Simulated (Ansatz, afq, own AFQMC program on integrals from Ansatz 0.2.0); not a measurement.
Integrals from Ansatz 0.2.0, then the random walk in our own AFQMC program (afq).

```yaml
crystal:
  periodic: [false, false, false]
  atoms:
    - {symbol: N, position_ang: [0.000000, 0.059213, 0.188463]}
    - {symbol: N, position_ang: [0.000000, 0.535520, -1.173880]}
    - {symbol: H, position_ang: [0.000000, -0.594733, 0.985417]}
basis:
  gaussian: {orbitals: cc-pVDZ}
magnetization: {spin_polarized: true, initial_magnetization: 3}
correlation: {method: ccsd_t, electrons: outside_noble_gas, hamiltonian_folder: ham}
```

```sh
$ ansatz run in.yaml --threads 1 --pin off --events-out ev --progress --plain --max-ram 1382MiB
```

Options of the walk:

```
--method phaseless --trial hf --walkers 120 --populations 1 --least-time 40 --time-step 0.005 --steps-per-block 20 --equilibration-blocks 112 --max-blocks 600 --target-error 0.0012000 --factor-cut 1e-05 --start spin_pure --seed 9909 --taylor-order 6
```

Times are imaginary, in 1/Eh. The walk had a cap of 766 s.

afq prints:

```
orbitals 31  electrons 7 4  factors 224 of 320
reference energy -109.29190943 Eh
CCSD correlation -0.26734423 Eh in 14 cycles, weight of the determinant in the CISD state 0.8932
energy of the start -109.292782 Eh
 block  time / (1/Eh)  mean weight  energy / Eh
     1     0.100  1.0014  -109.360882
     2     0.200  1.0023  -109.423415
     3     0.300  1.0039  -109.472001
     4     0.400  1.0041  -109.480174
     5     0.500  1.0014  -109.497319
    10     1.000  1.0016  -109.527113
    86     8.600  1.0015  -109.549971
   171    17.100  1.0000  -109.544956
   256    25.600  0.9994  -109.598834
   324    32.400  1.0012  -109.517563
   341    34.100  1.0019  -109.542466
   426    42.600  0.9988  -109.566345
   494    49.400  0.9985  -109.621514
   511    51.100  0.9994  -109.605352
   596    59.600  1.0000  -109.541670
   681    68.100  0.9996  -109.589212
   698    69.800  1.0021  -109.561514
blocks merged  error / Eh  count
     1  0.000967  600
     2  0.001289  300
     4  0.001670  150
     8  0.002043  75
    16  0.002336  37
    32  0.002224  18
    64  0.002587  9
energy -109.567859 +/- 0.002336 Eh
(rows thinned)
```

The run passed its tests (sampling time, drift between the halves within three errors, error under three times the target), which doesn't prove that it has relaxed. The second half of the sampling lies below the first by 1.5 errors of their difference, so the energy may still be moving and its error bar be too small.

Against this walk (error 63.6 meV) on the same determinant: CCSD(T) 38.7 meV higher (within the noise), CCSDT(Q) 10.0 meV lower (within the noise), a separate phaseless walk with a CISD trial and standard settings 25.1 ± 65.4 meV lower (within the noise). The error is statistical and leaves out the bias of the constraint.

Cautions: constraint bias not in the error; error above the target (63.6 against 32.7 meV); lower spins were not checked.

The walk took 2.1 min on 1 thread of Intel(R) Xeon(R) 6975P-C (Granite Rapids), with other jobs on the host. The log's last line is the phaseless energy.

CCSDT and higher add their correlation energy to the determinant of the CCSD(T) run, since their own runs factorise the integrals more tightly (a shift of under 2 meV). A walk keeps the symmetry of its determinant, which the program's search chose and which needn't be the lowest solution, so a lower state of the same spin and another symmetry isn't excluded.
